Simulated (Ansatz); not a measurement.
# C2H2OS: functionals against CCSD(T) at one geometry

How do the functionals fare away from a minimum? The structure is a structure displaced at random from a GFN2-xTB minimum.

Computed with Ansatz 0.2.0, Gaussian basis. Level: single points in def2-TZVPP.

Cores are frozen in the correlated methods.

### Step 1. Where the work starts

SMILES `O=C=CS`, 6 atoms, charge 0, spin multiplicity 1.

Atoms are counted from 1 here; the program's logs count them from 0.

Bond lengths: O1–C2 1.173 Å, C2–C3 1.299 Å, C3–S4 1.760 Å, C3–H5 1.100 Å, S4–H6 1.289 Å. Angles: O1–C2–C3 173.1°, C2–C3–S4 118.5°, C2–C3–H5 121.8°, S4–C3–H5 119.1°, C3–S4–H6 98.4°.

Coordinates:

```mol
C2H2OS
  3D, bonds by distance, orders not assigned

  6  5  0  0  0  0  0  0  0  0999 V2000
   -0.5890   -2.2140    0.1124 O   0  0
   -0.0172   -1.1899    0.0861 C   0  0
    0.4820    0.0061    0.0054 C   0  0
   -0.4383    1.2461   -0.8389 S   0  0
    1.5106    0.2275    0.3251 H   0  0
   -0.9330    1.8466    0.1883 H   0  0
  1  2  8  0
  2  3  8  0
  3  4  8  0
  3  5  8  0
  4  6  8  0
M  END
```

### Step 2. CCSD(T)/def2-TZVPP

run/in.yaml

```yaml
crystal:
  periodic: [false, false, false]
  atoms:
    - {symbol: O, position_ang: [-0.589000, -2.214000, 0.112400]}
    - {symbol: C, position_ang: [-0.017200, -1.189900, 0.086100]}
    - {symbol: C, position_ang: [0.482000, 0.006100, 0.005400]}
    - {symbol: S, position_ang: [-0.438300, 1.246100, -0.838900]}
    - {symbol: H, position_ang: [1.510600, 0.227500, 0.325100]}
    - {symbol: H, position_ang: [-0.933000, 1.846600, 0.188300]}
basis:
  gaussian: {orbitals: def2-TZVPP}
correlation: {method: ccsd_t}
output: {forces: true}
```

The command line of these runs was not kept.

### Step 3. PBE0-D4/def2-TZVPP

run/in.yaml, as its differences from that of step 2:

```diff
@@ -11,3 +11,3 @@
   gaussian: {orbitals: def2-TZVPP}
-correlation: {method: ccsd_t}
-output: {forces: true}
+hamiltonian: {xc: pbe0, dispersion: d4}
+output: {forces: true, orbitals: {seedname: orbitals}}
```

### Step 4. wB97M-V/def2-TZVPP

run/in.yaml, as its differences from that of step 3:

```diff
@@ -11,3 +11,3 @@
   gaussian: {orbitals: def2-TZVPP}
-hamiltonian: {xc: pbe0, dispersion: d4}
-output: {forces: true, orbitals: {seedname: orbitals}}
+hamiltonian: {xc: {name: wB97M-V}}
+output: {forces: true}
```

### Step 5. r2SCAN-D4/def2-TZVPP

run/in.yaml, as its differences from that of step 4:

```diff
@@ -11,3 +11,3 @@
   gaussian: {orbitals: def2-TZVPP}
-hamiltonian: {xc: {name: wB97M-V}}
+hamiltonian: {xc: r2scan, dispersion: d4}
 output: {forces: true}
```

### Step 6. PBE-D4/def2-TZVPP

run/in.yaml, as its differences from that of step 5:

```diff
@@ -11,3 +11,3 @@
   gaussian: {orbitals: def2-TZVPP}
-hamiltonian: {xc: r2scan, dispersion: d4}
+hamiltonian: {xc: pbe, dispersion: d4}
 output: {forces: true}
```

### Step 7. BLYP-D4/def2-TZVPP

run/in.yaml, as its differences from that of step 6:

```diff
@@ -11,3 +11,3 @@
   gaussian: {orbitals: def2-TZVPP}
-hamiltonian: {xc: pbe, dispersion: d4}
+hamiltonian: {xc: {name: BLYP}, dispersion: d4}
 output: {forces: true}
```

### Step 8. LC-wPBE/def2-TZVPP

run/in.yaml, as its differences from that of step 7:

```diff
@@ -11,3 +11,3 @@
   gaussian: {orbitals: def2-TZVPP}
-hamiltonian: {xc: {name: BLYP}, dispersion: d4}
+hamiltonian: {xc: {name: LC-wPBE}}
 output: {forces: true}
```

(Steps that only read results are left out.)

**Question.** What will these runs give? Wanted: energy less free atoms, CCSD(T)/def2-TZVPP; RMS force component; RMS force error; HOMO and LUMO, PBE0-D4; T1 diagnostic.

**Answer**, as computed:

```
                                  quantity                                                                                           value
energy less free atoms, CCSD(T)/def2-TZVPP                                                                                      -24.594 eV
                       RMS force component                                                            0.909 to 1.096 eV/Å over the methods
                           RMS force error  PBE0-D4 0.318, wB97M-V 0.287, r2SCAN-D4 0.193, PBE-D4 0.266, BLYP-D4 0.302, LC-wPBE 0.406 eV/Å
                    HOMO and LUMO, PBE0-D4                                                                              -7.29 and -1.71 eV
                             T1 diagnostic                                                                                           0.016
```

What this shows: Against CCSD(T) the functionals' energies less atoms differ by -2.264 to -0.864 eV, PBE-D4 by -2.264 eV. A larger basis would deepen the CCSD(T) value, while the functionals are nearly converged already, so the order here is not reliable. On forces the order runs from r2SCAN-D4 to LC-wPBE. Frozen-core CCSD(T) forces in triple zeta carry basis errors of their own, and this is one geometry, so small gaps rank nothing.
